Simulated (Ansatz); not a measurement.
C3H6N2O, 12 atoms. Charge 0, multiplicity 1. The bonds changed during the relaxation, so this is another structure than the one it started from. All runs use 4 threads of a server CPU on a shared host. Correlated methods freeze the cores.

Q: How many basis functions does each run have, and how long does it take in Ansatz? RKS PBE0-D4/def2-TZVP relaxation (15 steps); RHF-MP2/def2-QZVPP energy; RKS PBE0-D4/def2-TZVP frequencies; RKS PBE0-D4/def2-SVP energy; RKS ωB97M-V/def2-SVP energy; RKS ωB97X-V/def2-TZVPP energy; RKS B2PLYP (frozen core)/def2-TZVPP energy; RHF-CCSD(T)/def2-TZVPP energy; RHF-CCSD(T)/def2-SVP energy; RKS PBE0-D4/def2-QZVPP energy; direct RPA on PBE orbitals/def2-TZVPP energy; RKS BLYP-D4/def2-TZVPP energy. (An estimate is asked.)

A: The calculation gave: Other jobs shared the machine, so times are rough.

| level | job | functions | wall time | peak host memory (GiB) |
| --- | --- | --- | --- | --- |
| RKS PBE0-D4/def2-SVP | energy | 114 | 1.3 s | 0.25 |
| RKS BLYP-D4/def2-TZVPP | energy | 270 | 2.4 s | 0.34 |
| RKS ωB97M-V/def2-SVP | energy | 114 | 5.5 s | 0.34 |
| RKS B2PLYP (frozen core)/def2-TZVPP | energy | 270 | 7 s | 0.77 |
| RKS ωB97X-V/def2-TZVPP | energy | 270 | 8 s | 0.79 |
| direct RPA on PBE orbitals/def2-TZVPP | energy | 270 | 9 s | 0.75 |
| RKS PBE0-D4/def2-QZVPP | energy | 522 | 10 s | 1.8 |
| RHF-CCSD(T)/def2-SVP | energy | 114 | 11 s | 0.66 |
| RHF-MP2/def2-QZVPP | energy | 522 | 33 s | 3.8 |
| RKS PBE0-D4/def2-TZVP | relaxation (15 steps) | 222 | 57 s | 0.59 |
| RKS PBE0-D4/def2-TZVP | frequencies | 222 | 3.5 min | 0.58 |
| RHF-CCSD(T)/def2-TZVPP | energy | 270 | 5.4 min | 7.7 |
